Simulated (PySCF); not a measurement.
## Oxygen: a sound run and one with changed settings

Sound run: O [He] 2s2 2p4, O+ [He] 2s2 2p3. Computed with PySCF 2.14 in cc-pVDZ-DK (3s2p1d, 14 functions), with the spin-free X2C one-electron Hamiltonian (Gaussian nucleus). In the sound run the correlated levels freeze 1s2. The sound run starts from symmetry-adapted Hartree-Fock orbitals and uses a fine grid where one is needed.

A second run was set up differently.

```csv
species,method,sound run (hartree),changed run (hartree),converged
O,MP2,-74.94619,-74.89345,yes
O,CCSD(T),-74.96201,-74.90091,yes
O+,MP2,-74.47476,-74.42137,yes
O+,CCSD(T),-74.49020,-74.42475,yes
```

Ionisation energy of O:

| method | sound run (eV) | changed run (eV) |
| --- | --- | --- |
| UHF | 11.954 | 11.954 |
| MP2 | 12.828 | 12.846 |
| SCS-MP2 | 12.849 | 12.972 |
| CCSD | 12.833 | 12.953 |
| CCSD(T) | 12.839 | 12.957 |

(1) What was changed?
A. a valence shell is frozen
B. too few SCF iterations
C. level shift left on
D. minimal basis

## Answers

(1) A. Freezing a valence shell removes pair correlation that changes on ionisation.
